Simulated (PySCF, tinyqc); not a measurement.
Ways to converge the cycle: SCF convergence aids in the sto-3g basis, for BH, spin multiplicity 1. Computed by the program tinyqc with PySCF. RHF with one setting changed at a time; a run stops when the energy changes by less than 1e-09 hartree and the error matrix is below 1e-5. The start is the Wolfsberg-Helmholz matrix. Damping d keeps d of the old density; a shift (hartree) raises the virtual levels; DIIS n extrapolates F over n matrices.

Geometry (angstrom):
```
atom,x,y,z
B,0.0000,0.0000,0.0000
H,0.0000,0.0000,2.0700
```

lowest restricted solution found by these runs and by PySCF = -24.596390 hartree

Largest element of the error matrix X^T (FDS - SDF) X:
```
iteration,plain,damping 0.3,damping 0.6,shift 0.4,DIIS 3,DIIS 8
1,4.9e-01,4.9e-01,4.9e-01,4.9e-01,4.9e-01,4.9e-01
2,2.0e-01,1.1e-01,2.7e-01,2.4e-01,2.0e-01,2.0e-01
3,8.4e-02,9.8e-02,1.5e-01,1.1e-01,9.8e-02,9.8e-02
4,2.5e-02,7.5e-02,1.0e-01,1.0e-01,5.3e-02,5.3e-02
5,1.0e-02,5.2e-02,8.3e-02,9.8e-02,1.4e-02,2.7e-02
6,3.0e-03,3.2e-02,7.4e-02,8.3e-02,2.8e-03,2.5e-03
8,3.5e-04,1.0e-02,5.6e-02,4.4e-02,1.9e-06,8.0e-05
10,4.1e-05,3.0e-03,3.6e-02,1.8e-02,-,1.2e-06
14,-,2.6e-04,1.2e-02,2.4e-03,-,-
20,-,6.3e-06,2.1e-03,1.1e-04,-,-
30,-,-,1.0e-04,-,-,-
```

How each run ends:
```
run,iterations,E (hartree),state
plain,12,-24.27316,higher
damping 0.3,21,-24.27316,higher
damping 0.6,43,-24.27316,higher
shift 0.4,25,-24.27316,higher
DIIS 3,8,-24.27316,higher
DIIS 8,10,-24.27316,higher
```

What does the comparison show, and why?

No run reaches the lowest restricted solution found. Ending on a higher stationary point: plain, damping 0.3, damping 0.6, shift 0.4, DIIS 3, DIIS 8; a small error matrix cannot reveal that, and an occupation fixed by the start is kept by symmetry or by the shape of the basin. Plain steps already contract here, so damping only slows them. DIIS 3 and DIIS 8 gain by cancelling the error over several earlier matrices, much as a quasi-Newton step does. The restricted reference is unstable here: a spin-polarised solution lies 0.0391 hartree lower (PySCF), so results built on it describe a poor reference.
